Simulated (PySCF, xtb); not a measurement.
**Two isomers of C2H2Al**

Structure I is `[CH]1=[CH][Al]1`, a doublet and structure II is `C=[C][Al]`, a doublet. Both are isolated molecules in the gas phase, relaxed with B3LYP-D4/def2-SVP.

Quicker runs give these differences E(II) − E(I): GFN2-xTB −17.0 kJ/mol; HF/STO-3G −130.4 kJ/mol (at GFN2-xTB geometries); r2SCAN-D4/def2-SVP −22.1 kJ/mol (at GFN2-xTB geometries).

Q: Estimate E(II) − E(I) at the level CCSD(T)/def2-SVP.

A: Calculated at CCSD(T)/def2-SVP: E(II) − E(I) = −16.9 kJ/mol, so structure II lies lower.

Level by level:

| level | geometry | E(II) − E(I) (kJ/mol) | departure from the last row (kJ/mol) | job, with rough time for the two |
| --- | --- | --- | --- | --- |
| GFN2-xTB | GFN2-xTB | −17.0 | 0.0 | optimisation, 0.47 s |
| HF/STO-3G | GFN2-xTB | −130.4 | −113.5 | single point, 4.6 s |
| r2SCAN-D4/def2-SVP | GFN2-xTB | −22.1 | −5.2 | single point, 2.8 min |
| B3LYP-D4/def2-SVP | B3LYP-D4/def2-SVP | −25.2 | −8.3 | optimisation, 1.8 min |
| HF/def2-SVP | B3LYP-D4/def2-SVP | −56.5 | −39.6 | part of the CCSD(T) run |
| MP2/def2-SVP | B3LYP-D4/def2-SVP | +36.6 | +53.5 | part of the CCSD(T) run |
| CCSD(T)/def2-SVP | B3LYP-D4/def2-SVP | −16.9 |  | single point, 29 s |

As drawn, I has 1 C–Al more. Structure I has a 3-membered ring, II no ring.

MP2/def2-SVP puts the two in the other order. The largest departure from CCSD(T)/def2-SVP is that of HF/STO-3G, 113.5 kJ/mol.

With thermal terms from frequencies at re-optimised GFN2-xTB minima (ideal gas, soft modes damped towards free rotors, one conformer each, 298.15 K, 1 atm): the zero-point term adds +5.6 kJ/mol; ΔH is −11.0 and ΔG −13.7 kJ/mol.

Open shells are spin-unrestricted, with notable spin contamination under HF/STO-3G, HF/def2-SVP, MP2/def2-SVP, CCSD(T)/def2-SVP. The correlated steps freeze 7 core orbitals. Codes used: PySCF 2.14.0, xtb 6.7.1; the last row on 2 threads of AMD EPYC (Zen 3) on a shared host.
